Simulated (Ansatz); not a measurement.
A made-up structure of CH$_{5}$BN, doublet:

B1  (-1.431, 0.349, -0.603)
N2  (-0.079, 0.184, -0.445)
C3  (0.602, -0.335, 0.724)
H4  (-1.960, 0.781, -1.584)
H5  (-1.869, 0.049, 0.417)
H6  (-0.141, -0.582, 1.482)
H7  (1.168, -1.239, 0.484)
H8  (1.292, 0.404, 1.141)
(Å)

It is relaxed with PBE-D4/def2-SVP and then PBE0-D4/def2-TZVP (Ansatz 0.2.0). Atoms count as bonded within 1.22 times the sum of their covalent radii (H–H: 0.88 Å). The end point is not checked to be a true minimum.

Q: Does its bonding change? (Judge from chemistry; the calculation decides.)

A: The calculation gives: No: no bond forms or breaks.

Where it ends: The first stage lowers the energy by 0.60 eV in 9 steps. It ends as CH₅BN ([BH2][N][CH3]):
```xyz
8
angstrom
B -1.5390 0.3634 -0.5621
N -0.3431 0.0572 -0.0615
C 0.6997 -0.3579 0.7581
H -1.6514 0.8042 -1.6763
H -2.5186 0.1900 0.1267
H 0.2852 -0.6933 1.7224
H 1.2477 -1.2057 0.3323
H 1.4028 0.4536 0.9758
```

Labels in which every atom is bracketed show which atoms are joined, not bond orders.

For scale, one of the runs: PBE0-D4/def2-TZVP relaxation, 123 basis functions, launched by `ansatz run in.yaml --threads 2 --pin off --events-out ev --progress --plain --max-ram 4352MiB`. The run took about 26 s on 2 CPU threads of an Arm Neoverse V1 (shared host).
